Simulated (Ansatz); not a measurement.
Crystal: Hf2O3, cubic X2O3 (oxygen-deficient fluorite) type, 10 atoms in the cell.

Space group Pn-3m, simple cubic cell, positions in fractions of the edge: Hf (0.25 0.25 0.25), (0.75 0.75 0.25), (0.75 0.25 0.75), (0.25 0.75 0.75); O (0.5 0 0), (0 0.5 0), (0 0 0.5), (0.5 0.5 0), (0.5 0 0.5), (0 0.5 0.5).

Level of theory: PBE, plane waves, PAW datasets (generated soft set 1) in Ansatz 0.2.0 development build.

Cutoff 420 eV; k-mesh 22×22×22 Γ-centred; Fermi–Dirac smearing of 0.0612 eV; no spin polarisation; no spin–orbit coupling.

```tsv
V (Å³/atom)	a (Å)	E − E(min) (meV/atom)	P (GPa)
12.067	4.9416	33.32	14.61
12.324	4.9764	14.29	9.23
12.580	5.0107	3.46	4.38
12.837	5.0446	0.00	0.01
13.094	5.0780	3.18	-3.92
13.351	5.1109	12.34	-7.46
13.607	5.1435	26.88	-10.64
```

Problem. Fit a third-order Birch–Murnaghan equation of state to the energies.

Solution. V₀ = 12.838 Å³/atom (a₀ = 5.045 Å), B₀ = 207 GPa, B₀′ = 4.25.

The published all-electron PBE values for this crystal (mean of FLEUR and WIEN2k, k-spacing 0.06 Å⁻¹; Bosoni et al., Nat. Rev. Phys. 6, 45 (2024)) are V₀ = 12.836 Å³/atom, B₀ = 207.1 GPa, B₀′ = 4.25.

The stress includes the program's correction for the finite plane-wave basis.

This cubic structure is a model: it isn't the usual form of the substance at ambient conditions, and such phases are metastable or hypothetical.
